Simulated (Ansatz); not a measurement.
```yaml
atoms:
  - { symbol: H, position_ang: [0.3700, 0.0000, 3.3000] }
  - { symbol: H, position_ang: [-0.3700, 0.0000, 3.3000] }
  - { symbol: Li, position_ang: [1.3400, 0.0000, 0.0000] }
  - { symbol: Li, position_ang: [-1.3400, 0.0000, 0.0000] }
```

RHF on singlet Li2H2 was run in several spherical basis sets with Ansatz (development build ahead of 0.2.0).

**Question.** Rank the basis sets by the total energy that they give, lowest first, with the distance from the lowest.
A. cc-pVDZ
B. 6-31G
C. def2-SVP

**Answer.** A (0.00 eV), B (0.15 eV), C (0.39 eV).

Totals follow the description of the cores as much as that of the bonds, so this order isn't one of quality for chemistry.
